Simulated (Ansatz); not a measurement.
# CCSD(T) forces

CH5LiSi (SMILES [Li][SiH2]C), closed shell, at a frame of a short PBE0-D4/def2-SVP trajectory.

Li1  (-2.428, 0.874, 0.221)
Si2  (-0.208, 0.474, -0.899)
C3  (0.300, -0.409, 0.675)
H4  (0.161, -0.507, -2.075)
H5  (0.845, 1.412, -1.194)
H6  (0.265, 0.262, 1.563)
H7  (1.390, -0.847, 0.610)
H8  (-0.202, -1.405, 0.879)
(Å)

Computed with Ansatz 0.2.0 (basis: def2-TZVPP); correlated methods freeze the cores. The outer core shell of Li, Na, Mg and K is correlated.

CCSD(T) forces from the calculation:
| atom | Fx | Fy | Fz (eV/Å) |
| --- | --- | --- | --- |
| Li1 | 0.138 | 0.059 | -0.344 |
| Si2 | -1.054 | -0.951 | -1.295 |
| C3 | 2.515 | -2.362 | 1.020 |
| H4 | -0.537 | 0.418 | 0.802 |
| H5 | 0.707 | 0.947 | 0.077 |
| H6 | -0.037 | -0.588 | -0.371 |
| H7 | -1.508 | 1.186 | 0.180 |
| H8 | -0.224 | 1.293 | -0.069 |

Problem. Which atom feels the largest CCSD(T) force, and how large is it?

Solution. C3, 3.60 eV/Å, along (0.70, -0.66, 0.28).

Root-mean-square difference of the force components from those of CCSD(T): PBE-D4 0.136; r2SCAN-D4 0.062; PBE0-D4 0.067; wB97M-V 0.054 eV/Å.

No T1 diagnostic of these runs exceeds 0.012.

For scale, one of the runs: CCSD(T)/def2-TZVPP forces, 162 basis functions, launched by `ansatz run in.yaml --threads 2 --pin off --events-out ev --progress --plain --max-ram 3481MiB`. Time: 5.1 min of wall clock on 2 CPU threads of an AMD EPYC; the host was shared. Peak host memory: 2.2 GiB.
